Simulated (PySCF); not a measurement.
**Adding and removing an electron: CN**

ROHF-SCS-MP2; PySCF, no relativity, basis sets C def2-SVPD, N def2-SVPD. Neutral (ROHF): doublet (σ ↑), Re = 1.192 Å, ωe = 1923 cm⁻¹, De = 7.52 eV.

CN⁻ (RHF): singlet (closed shell), Re = 1.191 Å, ωe = 2068 cm⁻¹. The energies at the minima are -92.38425 hartree for CN and -92.51766 for CN⁻.

Work out the adiabatic electron affinity, without and with harmonic zero-point energies (1 hartree = 27.2114 eV, 1 eV = 8065.5 cm⁻¹), and the change of the bond length.

At SCS-MP2: 0.13341 hartree = 3.630 eV between the minima; the zero-point term (1923.0 − 2068.0)/2 cm⁻¹ = -0.009 eV makes it 3.621 eV. Re changes by -0.1 pm against the neutral. The electron enters a σ orbital, and the small change of length marks it as nearly non-bonding.

Correlated steps freeze 2 core orbitals. Correlated levels converge slowly with the basis: in double zeta they bind strong bonds too weakly, by up to about 1 eV, and carry superposition errors of some tenths. States were picked by a PBE0 search and need not be the measured ground states.
